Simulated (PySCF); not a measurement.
Species: C2H6N, net charge -1, singlet state. It need not be the lowest isomer of its formula. Whether it binds its extra electron was not tested at this geometry. 
Geometry from a B3LYP-D3(BJ)/def2-TZVP (Ansatz) optimisation:
SMILES: [N-](C)C
```xyz
9

C     -0.0125    -0.1683     1.1439
N      0.0621     0.6509     0.0029
C     -0.0186    -0.1575    -1.1454
H      0.8026    -0.9570     1.2295
H      0.0468     0.4234     2.0723
H     -0.9615    -0.7887     1.2350
H      0.7960    -0.9453    -1.2428
H      0.0358     0.4430    -2.0685
H     -0.9681    -0.7770    -1.2373
```
Charge -1, spin multiplicity 1.

Dispersion corrections to the total energy (kcal/mol) from the dftd3 and dftd4 libraries through PySCF: D3(BJ) without and D4 with the three-body term, each with the damping fitted for the functional named.

```tsv
functional	D3(BJ)	D4
PBE0	-2.35	-2.78
LC-wPBE	___	-3.70
BP86	-4.06	-4.22
CAM-B3LYP	-1.94	-2.72
PW6B95	___	-2.91
PBE	-2.87	-3.38
BHLYP	___	-3.45
```

Problem. Some entries are withheld; supply them.

Solution. 
- LC-wPBE, D3(BJ): -2.43
- PW6B95, D3(BJ): -1.18
- BHLYP, D3(BJ): -3.52
